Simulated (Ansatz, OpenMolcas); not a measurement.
# OpenMolcas → Ansatz

This OpenMolcas 26.06 job computes SiNH4F (SMILES N[SiH2]F):

calc.input:
```
* FH4NSi MP2
>>> EXPORT MOLCAS_PRINT=2

&gateway
  baslib=$CurrDir
  coord
  7
  angstrom
  N       -0.761500       0.339000      -0.625200
  Si       0.531100      -0.115700       0.373400
  F        0.515100      -1.653900       0.829800
  H       -0.786600       0.105100      -1.603600
  H       -1.682200       0.513500      -0.258400
  H        0.455900       0.676200       1.620700
  H        1.789400       0.068000      -0.382300
  basis=aug-cc-pVDZ
  group=NoSym

&seward

&scf
  thresholds=1e-10 1e-07 1e-07 1e-05
  prorbitals=0

&mbpt2
  frozen=7
```

```bash
$ export MOLCAS_MEM=1860
$ pymolcas calc.input > calc.log
```

(Basis files named in the input come from the Basis Set Exchange and aren't shown.)

The coordinates come from a PBE0-D4/def2-TZVP relaxation. This is one conformer, not always the lowest.

It gives a total energy of -445.753283 Eh.

**Question.** Write the same calculation for Ansatz 0.2.0 as an input file of the program's own.

**Answer.** For example:

job.yaml:
```yaml
crystal:
  periodic: [false, false, false]
  atoms:
    - symbol: N
      position_ang: [-0.761500, 0.339000, -0.625200]
    - symbol: Si
      position_ang: [0.531100, -0.115700, 0.373400]
    - symbol: F
      position_ang: [0.515100, -1.653900, 0.829800]
    - symbol: H
      position_ang: [-0.786600, 0.105100, -1.603600]
    - symbol: H
      position_ang: [-1.682200, 0.513500, -0.258400]
    - symbol: H
      position_ang: [0.455900, 0.676200, 1.620700]
    - symbol: H
      position_ang: [1.789400, 0.068000, -0.382300]
basis:
  gaussian: {orbitals: aug-cc-pVDZ}
correlation: {method: mp2, frozen_orbitals: {F: 1, H: 0, "N": 1, Si: 5}}
accuracy: high
```

```bash
$ ansatz run job.yaml --threads 1 --pin off --max-ram 3480MiB --events-out events.jsonl --progress --plain --runs-dir runs
```

Its energy is -445.753283 Eh, the same as the first but for the last digit, at most.
